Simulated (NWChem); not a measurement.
## Correlation energy of H3Si

SMILES: [SiH3]
```xyz
4

Si    -0.0007     0.0804     0.0000
H      1.4375    -0.3636     0.0000
H     -0.7142    -0.3810     1.2423
H     -0.7142    -0.3810    -1.2423
```
Charge 0, spin multiplicity 2.

Program: NWChem. All single points use one geometry, from UPBE/def2-SVP, a minimum by its harmonic frequencies.

Basis set: def2-SVP. Each correlation energy counts from its own Hartree-Fock reference.

The correlated methods keep 5 core orbitals frozen. The structure started from a generated list of species. The unpaired electrons of the parent sit in orbitals of symmetry a' (Cs labels of the run); other states weren't searched. The stability of the SCF solutions was not checked. Open-shell Hartree-Fock references start from PBE0 orbitals. Coupled-cluster values serve here as a point of comparison, not as the truth.

Task: Order these methods by the correlation energy they give, lowest first: UMP2, SCS-UMP2, CCSD on UHF, CCSD[T] on UHF, CCSD on ROHF.

Result: CCSD[T] on UHF (-121.8 mHa), CCSD on ROHF (-120.9 mHa), CCSD on UHF (-119.6 mHa), SCS-UMP2 (-102.6 mHa), UMP2 (-93.6 mHa)
